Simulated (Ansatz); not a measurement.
# CH$_{3}$O, doublet: the ladder up to UCCSDTQ

Geometry: MP2(full)/6-31G*, from the G2/97 set.

```csv
atom,x (Å),y (Å),z (Å)
C,-0.0048,-0.6782,0.0000
O,-0.0048,0.7078,0.0000
H,1.0592,-0.9605,0.0000
H,-0.4635,-1.0961,0.9033
H,-0.4635,-1.0961,-0.9033
```

Basis 6-31G* (Cartesian d functions); Ansatz 0.2.0. Correlated methods freeze the noble-gas cores, which leaves 13 electrons in 34 orbitals. Prefix R: restricted or restricted open-shell reference; prefix U: unrestricted. Active spaces: valence = (13e, 11o) chosen from the atoms' valence shells.

Full CI isn't at hand for all of this; UCCSDTQ serves as the reference, and is uncertain by about the last step of the cluster series. The frozen core follows each run's orbitals, which can shift R against U totals by a few meV.

For open shells CISD and CISDTQ are restricted-active-space CI with the open shells as a complete middle space.

```
UHF ⟨S²⟩                          : 0.758
T1 diagnostic (RCCSD)             : 0.0199
largest doubles amplitude (RCCSD) : 0.032
T1 diagnostic (UCCSD)             : 0.0167
```

```json
{"level": "RHF", "E − E(UCCSDTQ) (kJ/mol)": "804.8", "share of correlation (%)": "0.00", "wall time": "–"}
{"level": "UHF", "E − E(UCCSDTQ) (kJ/mol)": "792.9", "share of correlation (%)": "1.49", "wall time": "–"}
{"level": "RMP2", "E − E(UCCSDTQ) (kJ/mol)": "95.1", "share of correlation (%)": "88.18", "wall time": "–"}
{"level": "UMP2", "E − E(UCCSDTQ) (kJ/mol)": "95.3", "share of correlation (%)": "88.16", "wall time": "–"}
{"level": "CISD", "E − E(UCCSDTQ) (kJ/mol)": "73.4", "share of correlation (%)": "90.89", "wall time": "1.8 s"}
{"level": "RCCSD", "E − E(UCCSDTQ) (kJ/mol)": "19.0", "share of correlation (%)": "97.64", "wall time": "–"}
{"level": "UCCSD", "E − E(UCCSDTQ) (kJ/mol)": "18.8", "share of correlation (%)": "97.66", "wall time": "–"}
{"level": "RCCSD(T)", "E − E(UCCSDTQ) (kJ/mol)": "2.8", "share of correlation (%)": "99.66", "wall time": "2.3 s"}
{"level": "UCCSD(T)", "E − E(UCCSDTQ) (kJ/mol)": "2.7", "share of correlation (%)": "99.66", "wall time": "2.2 s"}
{"level": "BCCD(T)", "E − E(UCCSDTQ) (kJ/mol)": "2.7", "share of correlation (%)": "99.67", "wall time": "2.5 s"}
{"level": "RCCSDT", "E − E(UCCSDTQ) (kJ/mol)": "1.1", "share of correlation (%)": "99.86", "wall time": "–"}
{"level": "UCCSDT", "E − E(UCCSDTQ) (kJ/mol)": "1.0", "share of correlation (%)": "99.87", "wall time": "–"}
{"level": "CISDTQ", "E − E(UCCSDTQ) (kJ/mol)": "3.8", "share of correlation (%)": "99.52", "wall time": "6.1 min (H100)"}
{"level": "RCCSDT(Q)", "E − E(UCCSDTQ) (kJ/mol)": "0.1", "share of correlation (%)": "99.99", "wall time": "23 s"}
{"level": "UCCSDT(Q)", "E − E(UCCSDTQ) (kJ/mol)": "0.0", "share of correlation (%)": "100.00", "wall time": "19 s"}
{"level": "RCCSDTQ", "E − E(UCCSDTQ) (kJ/mol)": "0.1", "share of correlation (%)": "99.99", "wall time": "49 s (H100)"}
{"level": "CASSCF (valence space)", "E − E(UCCSDTQ) (kJ/mol)": "552.5", "share of correlation (%)": "31.36", "wall time": "–"}
{"level": "NEVPT2 (valence space)", "E − E(UCCSDTQ) (kJ/mol)": "97.0", "share of correlation (%)": "87.95", "wall time": "19 s (H100)"}
{"level": "MRCISD (valence space)", "E − E(UCCSDTQ) (kJ/mol)": "33.6", "share of correlation (%)": "95.83", "wall time": "–"}
{"level": "MRCISD+Q (valence space)", "E − E(UCCSDTQ) (kJ/mol)": "4.6", "share of correlation (%)": "99.43", "wall time": "14 s (H100)"}
```

The correlation energy at UCCSDTQ, counted from RHF, is -8.342 eV. That run took 49 s on 5 threads of AMD EPYC 7R13 with a whole H100 80 GB, shared host.

Times hold each run's SCF and search for its determinant on a shared host, so for small cases they say little of a method's own cost; rows without a card ran on 1 thread of AMD EPYC 7R13.

Natural occupations of CASSCF (valence space) about the gap: 1.984 1.978 1.975 1.972 1.002 0.029 0.022 0.022 0.020; effectively unpaired electrons, Σ n²(2−n)², 1.02.

Atomization energy (electronic, same basis, no zero-point term; atoms at the same level, unrestricted beside the R rows where the molecule is a closed shell, with restricted open-shell steps beyond CCSDT(Q)) at UCCSDTQ: 1517.0 kJ/mol. Errors of other levels:

```
                   level  error (kJ/mol)
                     RHF          -296.1
                     UHF          -307.0
                    RMP2             2.7
                    UMP2             1.5
                    CISD           -61.3
                   RCCSD           -12.6
                   UCCSD           -12.8
                RCCSD(T)            -1.2
                UCCSD(T)            -1.5
                 BCCD(T)            -1.0
                  RCCSDT            -0.6
                  UCCSDT            -0.9
                  CISDTQ            -3.4
               RCCSDT(Q)             0.2
               UCCSDT(Q)             0.0
                 RCCSDTQ             0.3
  CASSCF (valence space)           -93.0
  NEVPT2 (valence space)             1.6
  MRCISD (valence space)           -23.6
MRCISD+Q (valence space)            -8.0
```

This basis is far from its limit, so the value isn't to be set against a measured one. Truncated CI isn't size-consistent, which counts against it in atomization.
